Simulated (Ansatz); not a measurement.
## Where PBE holds and where it fails for litharge SnO

Programs: Ansatz (an electronic-structure program).

Task: For which of these properties of litharge SnO does PBE miss the measurement, in which direction and by how much: lattice constant a, lattice parameter c, bulk modulus, band gap, formation enthalpy?

Result: PBE is well off the measurement for the lattice constant a (+1.74 %); lattice parameter c (+4.82 %); bulk modulus (-48 %); band gap (-0.65 eV, at least halved by HSE06); formation enthalpy (+0.164 eV/atom, at least halved by LDA).

```tsv
property	PBE	LDA	PBEsol	HSE06	reference	PBE less reference
lattice constant a (Å)	3.867	3.768	3.805	3.799	3.801*	+1.74 %
c axis length (Å)	5.068	4.658	4.750	5.014	4.835*	+4.82 %
bulk modulus (GPa)	18.3	38.7	32.5	–	35 ± 1*	-48 %
cohesive energy (eV/atom)	4.41	5.40	4.81	4.15	4.29	not scored
band gap (eV), at the measured cell, all with SOC	0.05	0.13	0.03	0.41	0.7*	-0.65 eV
enthalpy of formation (eV/atom)	-1.281	-1.513	-1.323	-1.268	-1.445	+0.164 eV/atom
interlayer binding energy (meV/Å²)	9.3	31.1	22.8	–	–	–
Γ–Γ gap (eV), at the measured cell, all with SOC	2.09	2.09	2.04	2.76	–	–
```

Where no measured value is used, PBE differs from PBEsol by -59 % in the interlayer binding energy; from HSE06 by -0.67 eV in the direct gap at Γ.

A star marks values at room or unstated temperature without corrections; heat and zero-point motion as a rule enlarge cells and lower moduli and gaps.

Low-temperature values still hold zero-point motion unless their source removed it.

Called well off clearly beyond 0.30 eV for the band gap, 0.100 eV/atom for the formation enthalpy (bounds picked here from the quality of each reference); the lattice constant a is called against an uncorrected reference, since a correction would as a rule widen the miss or is far smaller; the lattice parameter c is called against an uncorrected reference, since a correction would as a rule widen the miss or is far smaller; the bulk modulus is called against an uncorrected reference, since a correction would as a rule widen the miss or is far smaller.

Not scored: cohesive energy (spin–orbit coupling left out).

The references are measured values: lattice constant a unstated, lattice parameter c unstated, bulk modulus unstated, cohesive energy derived from tabulated measurements, band gap unstated, formation enthalpy low temperature.

Unless a row names a cell, each level is at its own relaxed cell.

Density-functional gaps are differences of (generalised) Kohn–Sham levels.

Caveats: hybrids on metals are sensitive to the k mesh and can open a false gap (HSE06); the cell comes from a level without a dispersion term, which matters for the spacing of layers, chains or molecules (PBE, LDA, PBEsol, HSE06). Ansatz's density-functional and Hartree–Fock values are scalar-relativistic unless marked +SOC, with PAW data made under PBE.

References as tabulated in Electronic properties of the Sn1−xPbxO alloy and band alignment of the SnO/PbO …; Giefers, Porsch, Wortmann, Structural study of SnO at high pressure …; Wang et al. (2021), doi:10.1038/s41598-021-94550-5; Waroquiers et al. (2013), arXiv:1302.6756 and others.
